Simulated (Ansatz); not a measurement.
```yaml
crystal:
  periodic: [false, false, false]
  atoms:
    - {symbol: As, position_ang: [0.000000, 0.000000, -0.868834]}
    - {symbol: Na, position_ang: [0.000000, 0.000000, 3.280792]}
    - {symbol: H, position_ang: [0.000000, 0.000000, -2.411958]}
basis:
  gaussian: {orbitals: def2-TZVP}
magnetization: {spin_polarized: true, initial_magnetization: 3}
hamiltonian: {xc: pbe0}
relax: {f_tol: 0.004, max_steps: 80}
```

```sh
$ ansatz run in.yaml --threads 1 --pin off --events-out ev --progress --plain --max-ram 2176MiB
```

Steps of the relaxation (energy above the last step; positions in Å, forces in eV/Å):

```
3
step 1, 2.8 meV
As    0.000    0.000   -0.869    0.000    0.000   -0.111
Na    0.000    0.000    3.281    0.000    0.000   -0.015
H     0.000    0.000   -2.412    0.000    0.000    0.126
```

```
3
step 2, 2.3 meV
As    0.000    0.000   -0.870    0.000    0.000   -0.003
Na    0.000    0.000    3.277    0.000    0.000   -0.014
H     0.000    0.000   -2.407    0.000    0.000    0.018
```

```
3
step 3, 2.2 meV
As    0.000    0.000   -0.869    0.000    0.000    0.018
Na    0.000    0.000    3.274    0.000    0.000   -0.014
H     0.000    0.000   -2.405    0.000    0.000   -0.005
```

```
3
step 5, 1.3 meV
As    0.000    0.000   -0.845    0.000    0.000   -0.001
Na    0.000    0.000    3.227    0.000    0.000   -0.012
H     0.000    0.000   -2.382    0.000    0.000    0.012
```

```
3
step 6, 1.3 meV
As    0.000    0.000   -0.844    0.000    0.000    0.001
Na    0.000    0.000    3.225    0.000    0.000   -0.011
H     0.000    0.000   -2.381    0.000    0.000    0.010
```

```
3
step 9, 0.0 meV
As    0.000    0.000   -0.777    0.000    0.000    0.000
Na    0.000    0.000    3.091    0.000    0.000    0.000
H     0.000    0.000   -2.314    0.000    0.000    0.000
```

Close pairs at the end: As1–H3 1.537 Å, As1–Na2 3.869 Å.

A stationary point of unrestricted PBE0 after 9 steps, with ⟨S²⟩ = 3.756 against 3.75 for a pure state; no frequencies were run, so it isn't proven a minimum. 28 s on 1 thread of Intel Xeon Platinum 8488C, shared host.
